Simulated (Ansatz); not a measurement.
Geometry optimisation, UKS PBE-D4/def2-SVP in Ansatz 0.2.0.

Input file:

```yaml
crystal:
  periodic: [false, false, false]
  atoms:
    - { symbol: B, position_ang: [0.0, 0.0, 0.0] }
    - { symbol: H, position_ang: [0.0, 0.0, 1.44] }
    - { symbol: Cl, position_ang: [1.6108, 0.0, -0.93] }
    - { symbol: H, position_ang: [-1.0305, 0.0, -0.595] }
    - { symbol: Cl, position_ang: [0.0, 0.0, 3.11] }
magnetization:
  spin_polarized: true
  initial_magnetization: 1
basis:
  gaussian: { orbitals: def2-SVP }
hamiltonian:
  xc: pbe
  dispersion: d4
relax:
  f_tol: 0.15
  max_steps: 25
  restrain:
    - { distance: [1, 4], at: 2.57, k: 30.0 }
    - { distance: [0, 1], at: 1.19, k: 30.0 }
```

Run as:

```bash
$ ansatz run input.yaml --threads 1 --pin off --max-ram 2048MiB --backend cpu --events-out ev --progress --plain --runs-dir out
```

Task: Where does it end, and by what steps?

Result: The forces met the threshold. The restraints hold the end off the free minimum. After 3 steps the energy has risen by 0.012 eV (the restraints' own energy left out); Cl5 moved furthest, 0.56 Å.

```json
{"step": "0", "energy less start (eV)": "0.0000", "largest force component (eV/Å)": "2.560", "accepted": "yes"}
{"step": "1", "energy less start (eV)": "-0.0715", "largest force component (eV/Å)": "1.698", "accepted": "yes"}
{"step": "2", "energy less start (eV)": "0.0523", "largest force component (eV/Å)": "2.241", "accepted": "yes"}
{"step": "3", "energy less start (eV)": "0.0122", "largest force component (eV/Å)": "0.703", "accepted": "yes"}
```

```xyz
5
Properties=species:S:1:pos:R:3
B 0.033 0.000 -0.097
H 0.064 0.000 1.108
Cl 1.537 0.000 -0.964
H -1.026 0.000 -0.690
Cl -0.027 0.000 3.668
```

The run took 20 s on 1 thread of Arm Neoverse V2 (shared host), peak memory 0.13 GiB.
